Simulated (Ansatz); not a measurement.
A made-up structure of NaSiNH2, singlet:

```json
{"atom": "N1", "x (Å)": "-1.3522", "y (Å)": "0.5046", "z (Å)": "-0.5138"}
{"atom": "Si2", "x (Å)": "0.3589", "y (Å)": "0.3354", "z (Å)": "0.0962"}
{"atom": "Na3", "x (Å)": "1.8929", "y (Å)": "-2.2611", "z (Å)": "0.8524"}
{"atom": "H4", "x (Å)": "-1.9282", "y (Å)": "-0.4694", "z (Å)": "-0.6309"}
{"atom": "H5", "x (Å)": "1.0286", "y (Å)": "1.8904", "z (Å)": "0.1961"}
```

It is relaxed with PBE-D4/def2-SVP and then PBE0-D4/def2-TZVP (Ansatz 0.2.0). Atoms count as bonded within 1.22 times the sum of their covalent radii (H–H: 0.88 Å). The end point is not checked to be a true minimum.

(1) Does its bonding change? (A judgement: the text doesn't fix the answer.)

Answers

(1) The calculation gives: No: no bond forms or breaks.

Where it ends: The first stage lowers the energy by 0.80 eV in 6 steps. It ends as NaSiNH₂ ([NH][SiH][Na]):
```
atom    x (Å)    y (Å)    z (Å)
  N1  -1.2080   0.4512  -0.4591
 Si2   0.3195   0.2983   0.0856
 Na3   1.6931  -2.0177   0.7622
  H4  -1.7236  -0.4176  -0.5641
  H5   0.9190   1.6858   0.1754
```

Labels in which every atom is bracketed show which atoms are joined, not bond orders.

For scale, one of the runs: PBE0-D4/def2-TZVP relaxation, 112 basis functions, launched by `ansatz run in.yaml --threads 2 --pin off --events-out ev --progress --plain --max-ram 4352MiB`. The run took about 15 s on 2 CPU threads of an Arm Neoverse V1 (shared host).
